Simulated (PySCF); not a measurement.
C₄H₆O₂.
Bonds: C1–C2 (double), C2–O3, O3–C4, C4–C5, C4–O6 (double). Hydrogens: H7, H8 on C1; H9 on C2; H10, H11, H12 on C5.

The same species was optimised twice, with GFN2-xTB and with PBE0-D3(BJ)/def2-SVP (PySCF), and the same property calculations (PySCF, gas phase) were run on both structures.

```tsv
coordinate	GFN2-xTB	PBE0-D3(BJ)/def2-SVP	change
C1=C2 (Å)	1.319	1.329	+0.010
O3–C4 (Å)	1.349	1.359	+0.010
C2–O3 (Å)	1.376	1.368	-0.008
C4–C5 (Å)	1.503	1.497	-0.006
C4=O6 (Å)	1.200	1.198	-0.002
O3–C4–O6 (°)	124.0	123.4	-0.6
C1–C2–O3 (°)	121.1	120.6	-0.5
C5–C4–O6 (°)	125.8	126.2	+0.4
C2–O3–C4 (°)	118.7	118.4	-0.3
O3–C4–C5 (°)	110.2	110.3	+0.1
C1–C2–O3–C4 (°)	180	-179	+1
C2–O3–C4–C5 (°)	180	180	0
```

Rotational constants: A = 9480, B = 2250, C = 1839 MHz (GFN2-xTB) against A = 9461, B = 2250, C = 1839 MHz (PBE0-D3(BJ)/def2-SVP).

On the GFN2-xTB structure: HOMO (eV) -7.45 [PBE0/pcSseg-1]; LUMO (eV) -0.35 [PBE0/pcSseg-1]; dipole (D) 1.80 [PBE0/pcSseg-1]; GIAO shielding of C1 (ppm) 85.8 [PBE0/pcSseg-1]; GIAO shielding of C2 (ppm) 37.6 [PBE0/pcSseg-1]; GIAO shielding of O3 (ppm) 76.1 [PBE0/pcSseg-1]; GIAO shielding of C4 (ppm) 14.5 [PBE0/pcSseg-1]; GIAO shielding of C5 (ppm) 163.8 [PBE0/pcSseg-1]; GIAO shielding of O6 (ppm) -112.1 [PBE0/pcSseg-1].

Task: What do these properties become on the PBE0-D3(BJ)/def2-SVP structure?

Result: 
```
                                    property          level  on GFN2-xTB  on PBE0-D3(BJ)/def2-SVP  change
                                   HOMO (eV)  PBE0/pcSseg-1        -7.45                    -7.35   +0.10
                                   LUMO (eV)  PBE0/pcSseg-1        -0.35                    -0.40   -0.05
                                  dipole (D)  PBE0/pcSseg-1         1.80                     1.78   -0.02
energy, GFN2-xTB geometry as zero (kcal/mol)  PBE0/pcSseg-1          0.0                     -0.2    -0.2
                  GIAO shielding of C1 (ppm)  PBE0/pcSseg-1         85.8                     84.0    -1.8
                  GIAO shielding of C2 (ppm)  PBE0/pcSseg-1         37.6                     36.5    -1.1
                  GIAO shielding of O3 (ppm)  PBE0/pcSseg-1         76.1                     72.9    -3.2
                  GIAO shielding of C4 (ppm)  PBE0/pcSseg-1         14.5                     14.6    +0.1
                  GIAO shielding of C5 (ppm)  PBE0/pcSseg-1        163.8                    162.7    -1.1
                  GIAO shielding of O6 (ppm)  PBE0/pcSseg-1       -112.1                   -112.6    -0.5
```

The heavy atoms differ by 0.008 Å rms after alignment. Among bonds between heavy atoms C1=C2 and O3–C4 change most and about equally (+0.010 Å). Changes are differences of the printed values. Neither structure is proved a minimum here.

Conformer computed: `[CH2:1]=[CH:2][O:3][C:4]([CH3:5])=[O:6]`: C1–C2–O3–C4 -179°, C2–O3–C4–C5 180°.
